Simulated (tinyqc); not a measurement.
Inside a calculation. Method: RHF in the sto-3g basis, for LiH, spin multiplicity 1. Computed by tinyqc, a small Python program that keeps every step (integrals from PySCF). Settings: charge = 0, multiplicity = 1, basis = sto-3g, energy threshold = 1e-09, iteration cap = 50, orthogonalisation = symmetric, start = core, DIIS depth = 0, damping = 0.7, method = RHF. Command: `OMP_NUM_THREADS=1 python tinyqc.py 28283 28284 out.jsonl` (the two numbers bound the seeds that draw the settings). One thread of a shared host (Intel(R) Xeon(R) Processor @ 2.60GHz), about 0.07 s of CPU time with the checks.

Geometry (angstrom):
```
atom,x,y,z
Li,0.000000,0.000000,0.000000
H,0.000000,0.000000,1.660000
```

Stop when the energy changes by less than 1e-09 hartree and every element of the error matrix X^T (F D S - S D F) X is below 9e-06.

Course of the cycle:
```
iteration,E (hartree),change,largest element of the error matrix
1,-7.83415666,-,1.88e-01
2,-7.84083441,-6.68e-03,1.39e-01
3,-7.84585736,-5.02e-03,1.02e-01
4,-7.84957752,-3.72e-03,7.55e-02
5,-7.85230319,-2.73e-03,5.57e-02
6,-7.85428503,-1.98e-03,4.10e-02
7,-7.85571820,-1.43e-03,3.02e-02
8,-7.85675059,-1.03e-03,2.23e-02
9,-7.85749224,-7.42e-04,1.64e-02
10,-7.85802402,-5.32e-04,1.21e-02
11,-7.85840483,-3.81e-04,8.87e-03
12,-7.85867732,-2.72e-04,6.52e-03
13,-7.85887221,-1.95e-04,4.78e-03
14,-7.85901157,-1.39e-04,3.51e-03
...,...,...,...
37,-7.85936243,-7.15e-08,7.83e-05
38,-7.85936248,-5.18e-08,6.72e-05
39,-7.85936252,-3.76e-08,5.77e-05
40,-7.85936255,-2.73e-08,4.96e-05
41,-7.85936257,-1.98e-08,4.26e-05
42,-7.85936258,-1.44e-08,3.65e-05
43,-7.85936259,-1.05e-08,3.14e-05
44,-7.85936260,-7.61e-09,2.69e-05
45,-7.85936261,-5.54e-09,2.31e-05
46,-7.85936261,-4.03e-09,1.99e-05
47,-7.85936261,-2.94e-09,1.71e-05
48,-7.85936261,-2.14e-09,1.47e-05
49,-7.85936262,-1.56e-09,1.26e-05
50,-7.85936262,-1.14e-09,1.08e-05
```

Can the last value be used, and what does the course show?

Not by the stop rule, although the second column moves by less than 1e-07 over the last three steps. Not converged within the cap of 50 iterations: the residual falls steadily but slowly, by a factor of about 0.86 a step. Reruns (cap 100 unless said): DIIS 8: converged in 7; damping 0.5: converged in 30; level shift 0.5: converged in 37; atomic densities as start, DIIS 8: converged in 8; the original settings with a cap of 400: converged in 51. PySCF RHF in the same basis = -7.85936262 hartree.
